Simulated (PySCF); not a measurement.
Consider phosphethene, `C=P` (CH3P). Optimised structure (Å), atoms numbered from 1:
```
C    -0.5406   -0.0260   -0.0080
P     0.9453   -0.7832    0.0298
H    -1.4510   -0.6355    0.0133
H    -0.6972    1.0567   -0.0533
H     1.7637    0.3953   -0.0156
```

Computed at ωB97X-D3(BJ)/ma-def2-TZVP // PBE0-D3(BJ)/ma-def2-SVP with PySCF (density fitting, grid level 2). ωB97X-D3(BJ) is ωB97X-V with D3(BJ) in place of VV10. Thermal corrections: PBE0-D3(BJ)/ma-def2-SVP frequencies, unscaled, ideal gas at 298.15 K and 1 bar, quasi-RRHO entropy.

Question: What are the vertical and the adiabatic ionisation energy for forming the radical cation?

Answer: 10.19 eV vertical and 9.84 eV adiabatic, the latter with zero-point energy.

Question: Where does the unpaired spin of the relaxed radical cation sit?

Answer: P2 (phosphorus) 0.49, C1 (carbon) 0.47 (intrinsic atomic orbital populations).

Question: How far is −ε(HOMO) from the vertical value by ΔSCF?

Answer: −ε(HOMO) = 10.13 eV, which is 0.06 eV below the ΔSCF value.
